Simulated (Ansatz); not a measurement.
# C2H3NO: the cost of one run

Program: Ansatz 0.2.0 through its Python package. Level of theory: B3LYP/def2-SVPD. These are calculated values, not measurements.

### 1 The system

Bond lengths: C1–O2 1.352 Å, O2–C3 1.326 Å, C3–N4 1.141 Å, C1–H5 1.125 Å, C1–H6 1.119 Å, C1–H7 1.135 Å. Angles: C1–O2–C3 107.8°, O2–C1–H5 114.1°, O2–C1–H6 114.9°, O2–C1–H7 109.3°, H5–C1–H6 108.6°, H5–C1–H7 105.2°, H6–C1–H7 103.8°, O2–C3–N4 174.0°.

The script holds or builds the structure itself.

### 2 Script

Contents of tae.py:

```python
from collections import Counter

import ansatz as az


def single_point(molecule, charge=0, unpaired=0):
    calc = molecule.calculation().basis(gaussian='def2-SVPD').functional('b3lyp')
    if charge:
        calc = calc.charge(charge)
    if unpaired:
        calc = calc.spin('collinear', total=unpaired)
    return calc.run().report['free_energy_ev']

GEOMETRY = '''
C    -0.25120    0.64460   -0.27510
O     0.91970   -0.01440   -0.12640
C     0.65710   -1.18580    0.43690
N     0.54770   -2.19860    0.94990
H    -0.98570    0.12960   -0.95460
H    -0.77120    0.90340    0.68130
H    -0.05520    1.65310   -0.75780
'''

system = az.Crystal.molecule()
for line in GEOMETRY.strip().splitlines():
    symbol, *xyz = line.split()
    system = system.atom(symbol, [float(v) for v in xyz])

unpaired = {'C': 2, 'O': 2, 'N': 3, 'H': 1}
counts = Counter(site.symbol for site in system.cartesian_sites)
atom_energy = {s: single_point(az.Crystal.molecule().atom(s, (0, 0, 0)), 0, unpaired[s]) for s in counts}
whole = single_point(system, 0, 0)
for s, e in atom_energy.items():
    print(f'{s:2s} x{counts[s]}  {e:14.5f} eV')
print(f'C2H3NO: {whole:.5f} eV')
split = sum(counts[s] * e for s, e in atom_energy.items()) - whole
print(f'atomisation energy (no zero-point term): {96.485332 * split:.1f} kJ/mol, {split / sum(counts.values()):.3f} eV an atom')
```

### 3 The input behind the calls

The engine receives this input (first run):

```yaml
crystal:
  periodic: [false, false, false]
  atoms:
    - { symbol: C, position_ang: [0.0, 0.0, 0.0] }
basis:
  gaussian:
    orbitals: def2-SVPD
hamiltonian:
  xc: b3lyp
magnetization:
  spin_polarized: true
  initial_magnetization: 2.0
```

### 4 Running it

Run with:

```bash
python tae.py
```

Q: Estimate wall time and peak memory on 1 thread of Arm Neoverse V1, shared host.

About 3 s, with a peak of 0.22 GiB.
